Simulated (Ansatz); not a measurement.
Geometry optimisation, Ansatz 0.2.0, RKS BLYP/def2-SVP.

Input file:

```yaml
crystal:
  periodic: [false, false, false]
  atoms:
    - { symbol: C, position_ang: [-0.3615, 0.7671, -0.4182] }
    - { symbol: C, position_ang: [-0.1303, -0.3319, 0.531] }
    - { symbol: C, position_ang: [0.946, -1.1655, 0.0384] }
    - { symbol: "N", position_ang: [1.9265, -1.8202, -0.3287] }
    - { symbol: H, position_ang: [-0.6833, 0.4279, -1.4387] }
    - { symbol: H, position_ang: [-1.236, 1.4427, -0.0597] }
    - { symbol: H, position_ang: [0.4946, 1.4589, -0.5448] }
    - { symbol: H, position_ang: [-0.9907, -0.9213, 0.6431] }
    - { symbol: H, position_ang: [0.123, 0.096, 1.5606] }
basis:
  gaussian: { orbitals: def2-SVP }
hamiltonian:
  xc: blyp
relax:
  f_tol: 0.02
  max_steps: 50
```

Launched with:

```bash
$ ansatz run input.yaml --threads 1 --pin off --max-ram 2048MiB --backend cpu --events-out ev --progress --plain --runs-dir out
```

**Question.** Where does it end, and by what steps?

**Answer.** The forces met the threshold. After 4 steps the energy has fallen by 0.480 eV; C1 moved furthest, 0.09 Å.

| step | energy less start (eV) | largest force component (eV/Å) | accepted |
| --- | --- | --- | --- |
| 0 | 0.0000 | 5.658 | yes |
| 1 | -0.4416 | 1.110 | yes |
| 2 | -0.4757 | 0.194 | yes |
| 3 | -0.4781 | 0.082 | yes |
| 4 | -0.4798 | 0.006 | yes |

```xyz
9
Properties=species:S:1:pos:R:3
C -0.405 0.838 -0.447
C -0.102 -0.330 0.524
C 1.008 -1.189 0.079
N 1.895 -1.859 -0.292
H -0.688 0.460 -1.449
H -1.243 1.446 -0.055
H 0.476 1.498 -0.566
H -1.001 -0.969 0.655
H 0.149 0.060 1.534
```

Run time: 13 s on 1 thread of Intel(R) Xeon(R) Platinum 8259CL CPU @ 2.50GHz (Skylake/Cascade Lake), on a shared host, peak memory 0.13 GiB.
